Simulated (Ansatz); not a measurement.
Two structures of CH$_{7}$ClSi, singlet, reached by relaxing down either side of one saddle point (PBE0-D4/def2-TZVP). Energies are electronic, without zero-point energy. Program: Ansatz 0.2.0. Basis: def2-TZVPP and def2-QZVPP. Cores are frozen in the correlated methods. Extrapolation: Hartree–Fock as exp(−7.88 √X), correlation as X^−2.97. First:

```xyz
10
angstrom
Si -1.8138 -0.1149 -1.1663
Cl -0.3901 -1.3936 -1.9146
H -2.1861 0.8440 -2.2315
H -1.2402 0.5984 -0.0032
H -2.9908 -0.9145 -0.7563
H 1.5852 -0.4468 0.3450
C 1.7243 0.1957 1.2139
H 2.7275 0.0546 1.6155
H 0.9893 -0.0603 1.9769
H 1.5947 1.2374 0.9205
```

Second:

Si1  (-0.928, 0.655, -0.095)
Cl2  (1.044, -2.792, -1.186)
H3  (-0.995, 1.803, -1.037)
H4  (-2.018, 0.786, 0.906)
H5  (-1.210, -0.581, -0.890)
H6  (0.082, -1.943, -1.104)
C7  (0.746, 0.536, 0.723)
H8  (1.537, 0.421, -0.020)
H9  (0.790, -0.322, 1.398)
H10  (0.951, 1.438, 1.305)
(Å)

**Question.** Which bonds change from the first to the second?

**Answer.** SiH₃Cl ([SiH3][Cl]) + CH₄ → CH₆Si ([CH3][SiH3]) + HCl; bonds formed: Si1–C7, Cl2–H6; bonds broken: Si1–Cl2, H6–C7.

**Question.** Give the saddle point's structure and its height above each. (To be estimated.)

**Answer.** Computed: 2.847 eV above the first and 1.849 eV above the second (CCSD(T) at an estimated basis limit (MP2 extrapolated from triple and quadruple zeta, plus CCSD(T) − MP2 in triple zeta)).
| atom | x (Å) | y (Å) | z (Å) |
| --- | --- | --- | --- |
| Si1 | -0.9784 | 0.1478 | -0.3740 |
| Cl2 | 0.3518 | -1.5822 | -1.7166 |
| H3 | -0.9735 | 0.8736 | -1.6543 |
| H4 | -1.3981 | 1.1764 | 0.6329 |
| H5 | -1.8510 | -1.0054 | -0.1005 |
| H6 | 0.6698 | -0.5709 | -0.3130 |
| C7 | 0.8721 | 0.1576 | 0.6835 |
| H8 | 1.8512 | -0.3371 | 0.6409 |
| H9 | 0.4205 | -0.0859 | 1.6435 |
| H10 | 1.0355 | 1.2261 | 0.5574 |

No T1 diagnostic of these runs exceeds 0.011.

Labels in which every atom is bracketed show which atoms are joined, not bond orders.

For scale, one of the runs: CCSD(T)/def2-TZVPP, 213 basis functions, launched by `ansatz run in.yaml --threads 4 --pin off --events-out ev --progress --plain --max-ram 9574MiB`. The run took 37 s on 4 CPU threads of an Arm Neoverse V1 (shared host), with 2.8 GiB of host memory at its peak.
